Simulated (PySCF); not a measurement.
Gas-phase reaction: 2 CH3SiH3 + 3 C2H4 = 2 CH3SiH2 + 2 C3H7 (n-propyl)

Energies from PySCF, thermal terms from the rigid-rotor harmonic-oscillator model, ideal gas at 1 bar. † marks an energy on the PBE0/def2-TZVP geometry and frequencies; other levels use their own. MP2 and CCSD(T) freeze the core. 6-31G* has spherical d functions here. Open shells (unrestricted): CH3SiH2 (multiplicity 2), C3H7 (n-propyl) (multiplicity 2); the rest are closed-shell singlets. B3LYP is the form with VWN-RPA correlation. CH3SiH2: computed as isolated molecules; such fragments, hydroxides, amides, oligomers or adducts are transient or little studied in the gas. MP2 isn't extrapolated to the basis-set limit. CCSD(T) isn't extrapolated to the basis-set limit.

```tsv
level	ΔH°(298 K), kJ
B3LYP/6-31G*	334
B3LYP/def2-TZVP†	375
CCSD(T)/def2-SVP†	…
HF/def2-TZVP†	240
M06-2X/def2-TZVP†	…
MP2/def2-SVP†	…
PBE/def2-TZVP†	332
PBE0/def2-QZVP†	…
PBE0/def2-TZVP	304
r2SCAN/def2-TZVP†	292
```

Question: Complete the blanks.

Answer: 
- CCSD(T)/def2-SVP†, ΔH°(298 K), kJ: 350
- M06-2X/def2-TZVP†, ΔH°(298 K), kJ: 352
- MP2/def2-SVP†, ΔH°(298 K), kJ: 333
- PBE0/def2-QZVP†, ΔH°(298 K), kJ: 304
